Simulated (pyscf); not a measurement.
## Routes from `[CH3][GaH][CH3]` + `[NH3]`

Candidate steps break at most two bonds and form at most two. Each was searched with GFN2-xTB (tblite) first. Single points on ωB97X-D3(BJ)/def2-SVP structures (PySCF, gas phase). Energies: ωB97M-D3(BJ)/def2-TZVP, kcal/mol, from the separated reactants, singlet surface; ΔG‡ with ideal gas, 1 atm, RRHO with modes under 100 cm⁻¹ raised to 100, one conformer, R ln 2 for chiral ones without a mode under 150 cm⁻¹.

```json
[
 {"products": "H₃C–Ga(CH₃)–NH₂ + H₂", "type": "four-centre exchange", "ΔE‡": "15.8", "ΔE": "-7.0", "ΔG‡ 298 K": "24.6", "ΔG‡ 900 K": "45.9", "ν‡ (cm⁻¹)": "1334i"},
 {"products": "CH₄ + H₃C–GaH–NH₂", "type": "four-centre exchange", "ΔE‡": "17.2", "ΔE": "-16.6", "ΔG‡ 298 K": "26.5", "ΔG‡ 900 K": "48.4", "ν‡ (cm⁻¹)": "1579i"}
]
```

Row 1: On the reactant side the descent ends in an adduct with a Ga–N contact, 21.7 kcal/mol under the separated species and 35.7 kcal/mol under the saddle at ωB97X-D3(BJ)/def2-TZVP. Row 2: On the reactant side the descent ends in an adduct with a Ga–N contact, 21.7 kcal/mol under the separated species and 37.6 kcal/mol under the saddle at ωB97X-D3(BJ)/def2-TZVP. 

Plain bond fissions and candidates not yet searched are not listed, and one of them may be faster. Each barrier is that of the saddle found; lower ones may exist. Elements up to Kr have no core potential and no relativistic terms here.
